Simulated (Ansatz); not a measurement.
## Structure relaxation of AlCd2

The calculation used Ansatz, DFT PBE, scalar-relativistic, plane waves, PAW. Cutoff 420 eV, Γ-centred k mesh, Gaussian smearing, no spin polarisation in the final step.

The start puts AlCd2 on the 2H molybdenite structure type (P6_3/mmc, No. 194), with Al in place of Mo, Cd in place of S, at a guessed volume.

```
CELL_PARAMETERS angstrom
3.27104 0.00000 0.00000
-1.63552 2.83281 0.00000
0.00000 0.00000 12.72302
ATOMIC_POSITIONS crystal
Al 0.33333 0.66667 0.25000
Al 0.66667 0.33333 0.75000
Cd 0.33333 0.66667 0.62750
Cd 0.66667 0.33333 0.12750
Cd 0.33333 0.66667 0.87250
Cd 0.66667 0.33333 0.37250
```

Cell and atoms relax at zero pressure; the relaxation can't lower the symmetry of the start. After a coarse first stage the cell is made exact in the group found at 0.06 Å.

Formation energies are uncorrected and refer to the elements' standard structures at the same level.

(1) What does it relax into?

(2) What are its volume, energy, density and gap?

## Answers

(1) It keeps P6_3/mmc (No. 194), but not the shape of the type it started on. Conventional cell: a = 2.968 Å, c = 16.833 Å. Al is coordinated by 6 Al at 2.97 Å and 6 Cd at 3.24 Å; Cd is coordinated by 6 Cd at 2.97 Å, 3 Al at 3.24 Å and 3 Cd at 3.39 Å.

```xyz
6
Lattice="2.9677 0.0000 0.0000 -1.4838 2.5701 0.0000 0.0000 0.0000 16.8327" Properties=species:S:1:pos:R:3 pbc="T T T"
Al    0.0000    1.7134    4.2082
Al    1.4838    0.8567   12.6246
Cd    0.0000    1.7134    9.8784
Cd    1.4838    0.8567    1.4621
Cd    0.0000    1.7134   15.3707
Cd    1.4838    0.8567    6.9543
```

(2) The volume per atom is 21.40 Å³ and the density is 6.51 g/cm³. The energy over the elements is 0.11 eV/atom and the gap on the 12×12×4 mesh is 0 eV (a metal).

The final run used a 12×12×4 mesh on its 6-atom cell and 0.10 eV smearing. For metals, differences of a few meV/atom aren't resolved. Symmetry constrained the relaxation, so the result can be a saddle point. The steps took roughly 11 core-minutes in all.